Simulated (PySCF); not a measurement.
Compound: C4H9N.
Numbering: `[CH3:1][NH:2][CH:3]1[CH2:4][CH2:5]1` (hydrogens: H6, H7, H8 on C1; H9 on N2; H10 on C3; H11, H12 on C4; H13, H14 on C5)

The same species was optimised twice, with GFN2-xTB and with PBE0-D3(BJ)/def2-SVP (PySCF), and the same property calculations (PySCF, gas phase) were run on both structures.

```json
{"coordinate": "C4–H12 (Å)", "GFN2-xTB": "1.078", "PBE0-D3(BJ)/def2-SVP": "1.093", "change": "+0.015"}
{"coordinate": "C5–H13 (Å)", "GFN2-xTB": "1.078", "PBE0-D3(BJ)/def2-SVP": "1.093", "change": "+0.015"}
{"coordinate": "C4–H11 (Å)", "GFN2-xTB": "1.079", "PBE0-D3(BJ)/def2-SVP": "1.093", "change": "+0.014"}
{"coordinate": "C5–H14 (Å)", "GFN2-xTB": "1.079", "PBE0-D3(BJ)/def2-SVP": "1.093", "change": "+0.014"}
{"coordinate": "C1–H6 (Å)", "GFN2-xTB": "1.090", "PBE0-D3(BJ)/def2-SVP": "1.102", "change": "+0.012"}
{"coordinate": "C1–H8 (Å)", "GFN2-xTB": "1.089", "PBE0-D3(BJ)/def2-SVP": "1.101", "change": "+0.012"}
{"coordinate": "C1–H7 (Å)", "GFN2-xTB": "1.101", "PBE0-D3(BJ)/def2-SVP": "1.112", "change": "+0.011"}
{"coordinate": "C3–H10 (Å)", "GFN2-xTB": "1.094", "PBE0-D3(BJ)/def2-SVP": "1.105", "change": "+0.011"}
{"coordinate": "N2–C3 (Å)", "GFN2-xTB": "1.433", "PBE0-D3(BJ)/def2-SVP": "1.424", "change": "-0.009"}
{"coordinate": "C1–N2 (Å)", "GFN2-xTB": "1.449", "PBE0-D3(BJ)/def2-SVP": "1.443", "change": "-0.006"}
{"coordinate": "C4–C5 (Å)", "GFN2-xTB": "1.499", "PBE0-D3(BJ)/def2-SVP": "1.500", "change": "+0.001"}
{"coordinate": "C3–C4 (Å)", "GFN2-xTB": "1.500", "PBE0-D3(BJ)/def2-SVP": "1.501", "change": "+0.001"}
{"coordinate": "C3–C5 (Å)", "GFN2-xTB": "1.497", "PBE0-D3(BJ)/def2-SVP": "1.498", "change": "+0.001"}
{"coordinate": "N2–H9 (Å)", "GFN2-xTB": "1.017", "PBE0-D3(BJ)/def2-SVP": "1.017", "change": "0.000"}
{"coordinate": "H6–C1–H8 (°)", "GFN2-xTB": "108.8", "PBE0-D3(BJ)/def2-SVP": "107.3", "change": "-1.5"}
{"coordinate": "C1–N2–C3 (°)", "GFN2-xTB": "113.0", "PBE0-D3(BJ)/def2-SVP": "114.3", "change": "+1.3"}
{"coordinate": "N2–C3–H10 (°)", "GFN2-xTB": "116.2", "PBE0-D3(BJ)/def2-SVP": "117.5", "change": "+1.3"}
{"coordinate": "C4–C3–H10 (°)", "GFN2-xTB": "116.8", "PBE0-D3(BJ)/def2-SVP": "115.5", "change": "-1.3"}
{"coordinate": "N2–C1–H6 (°)", "GFN2-xTB": "108.4", "PBE0-D3(BJ)/def2-SVP": "109.7", "change": "+1.3"}
{"coordinate": "H6–C1–H7 (°)", "GFN2-xTB": "108.2", "PBE0-D3(BJ)/def2-SVP": "107.0", "change": "-1.2"}
{"coordinate": "N2–C1–H7 (°)", "GFN2-xTB": "113.5", "PBE0-D3(BJ)/def2-SVP": "114.6", "change": "+1.1"}
{"coordinate": "C5–C3–H10 (°)", "GFN2-xTB": "117.3", "PBE0-D3(BJ)/def2-SVP": "116.2", "change": "-1.1"}
{"coordinate": "C1–N2–C3–C4 (°)", "GFN2-xTB": "-90", "PBE0-D3(BJ)/def2-SVP": "-87", "change": "+3"}
```

Rotational constants: A = 12821, B = 3344, C = 2996 MHz (GFN2-xTB) against A = 12717, B = 3353, C = 2999 MHz (PBE0-D3(BJ)/def2-SVP). Point groups within 0.08 Å: C1 and C1.

On the GFN2-xTB structure: lowest singlet, TDDFT (eV) 6.25 [CAM-B3LYP/def2-SVPD]; lowest triplet, Tamm–Dancoff (eV) 6.01 [CAM-B3LYP/def2-SVPD]; isotropic polarisability (au) 56.1 [CAM-B3LYP/def2-SVPD]; HOMO (eV) -7.92 [CAM-B3LYP/def2-SVPD]; LUMO (eV) 1.57 [CAM-B3LYP/def2-SVPD]; dipole (D) 0.99 [CAM-B3LYP/def2-SVPD]; HOMO (eV) -6.42 [PBE0/pcSseg-1]; LUMO (eV) 1.66 [PBE0/pcSseg-1]; dipole (D) 1.00 [PBE0/pcSseg-1]; GIAO shielding of C1 (ppm) 148.0 [PBE0/pcSseg-1]; GIAO shielding of N2 (ppm) 212.5 [PBE0/pcSseg-1]; GIAO shielding of C3 (ppm) 151.6 [PBE0/pcSseg-1]; GIAO shielding of C4/C5 (mean) (ppm) 178.2 [PBE0/pcSseg-1].

Problem. What do these properties become on the PBE0-D3(BJ)/def2-SVP structure?

Solution. 
| property | level | on GFN2-xTB | on PBE0-D3(BJ)/def2-SVP | change |
| --- | --- | --- | --- | --- |
| lowest singlet, TDDFT (eV) | CAM-B3LYP/def2-SVPD | 6.25 | 6.22 | -0.03 |
| lowest triplet, Tamm–Dancoff (eV) | CAM-B3LYP/def2-SVPD | 6.01 | 5.99 | -0.02 |
| isotropic polarisability (au) | CAM-B3LYP/def2-SVPD | 56.1 | 56.9 | +0.8 |
| HOMO (eV) | CAM-B3LYP/def2-SVPD | -7.92 | -7.89 | +0.03 |
| LUMO (eV) | CAM-B3LYP/def2-SVPD | 1.57 | 1.56 | -0.01 |
| dipole (D) | CAM-B3LYP/def2-SVPD | 0.99 | 0.94 | -0.05 |
| energy, GFN2-xTB geometry as zero (kcal/mol) | CAM-B3LYP/def2-SVPD | 0.0 | -0.4 | -0.4 |
| HOMO (eV) | PBE0/pcSseg-1 | -6.42 | -6.41 | +0.01 |
| LUMO (eV) | PBE0/pcSseg-1 | 1.66 | 1.65 | -0.01 |
| dipole (D) | PBE0/pcSseg-1 | 1.00 | 0.96 | -0.04 |
| energy, GFN2-xTB geometry as zero (kcal/mol) | PBE0/pcSseg-1 | 0.0 | -0.2 | -0.2 |
| GIAO shielding of C1 (ppm) | PBE0/pcSseg-1 | 148.0 | 147.5 | -0.5 |
| GIAO shielding of N2 (ppm) | PBE0/pcSseg-1 | 212.5 | 213.9 | +1.4 |
| GIAO shielding of C3 (ppm) | PBE0/pcSseg-1 | 151.6 | 152.2 | +0.6 |
| GIAO shielding of C4/C5 (mean) (ppm) | PBE0/pcSseg-1 | 178.2 | 175.7 | -2.5 |

The heavy atoms differ by 0.018 Å rms after alignment. Among all bonds C4–H11, C4–H12, C5–H13 and C5–H14 change most and about equally (+0.014 to +0.015 Å). Changes are differences of the printed values. Neither structure is proved a minimum here.

The values belong to the conformer `[CH3:1][NH:2][CH:3]1[CH2:4][CH2:5]1`: C1–N2–C3–C4 -87°.
